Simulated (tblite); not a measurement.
# H9N2O: the cost of one run

Computed with tblite 0.8.0 and PySCF 2.14.0; each step states its level. No surroundings beyond the atoms listed, unless a continuum is named. Atoms count from 0, parts from 1.

## (1) Starting point

12 atoms, charge 1, multiplicity 1; geometry: parts in contact. Parts: 1 = atoms 0–3, `[OH3+]`, charge 1; 2 = atoms 4–7, `N`, charge 0; 3 = atoms 8–11, `N`, charge 0. In the given geometry H3 has moved to N4 of another part (1.05 Å), so values for the parts refer to these atom groups.

## (2) Search for minima with GFN2-xTB

The job: settings as JSON, then the geometry in Å.

```
{"job": {"kind": "dock", "xc": "GFN2-xTB", "basis": "xTB"}, "charge": 1, "multiplicity": 1, "parts": [{"atoms": "0-3", "charge": 1, "multiplicity": 1}, {"atoms": "4-7", "charge": 0, "multiplicity": 1}, {"atoms": "8-11", "charge": 0, "multiplicity": 1}]}
O     -0.099955    -0.214152    -0.015606
H     -0.031003     0.724181    -0.193953
H     -0.854342    -0.562826    -0.492146
H      0.739889    -1.009499     1.034005
N      1.514822    -1.314221     1.678355
H      1.858918    -2.226252     1.380696
H      2.266069    -0.520901     1.433648
H      1.190427    -1.428632     2.645618
N      2.982163     0.634626     0.716991
H      3.924296     0.798346     1.055677
H      3.079890     0.481413    -0.278411
H      2.415272     1.471341     0.798811
```

With the program's defaults for keys left out, this is: GFN2-xTB search for minima from random contacts, gas phase.

Command:

```
OMP_NUM_THREADS=1 python cluster_run.py task.json out
```

The driver reads the jobs from task.json and runs them one after another.

Q: Estimate the wall time of this first job on 1 thread of AMD EPYC 9R45, shared host.

About 2.9 s.
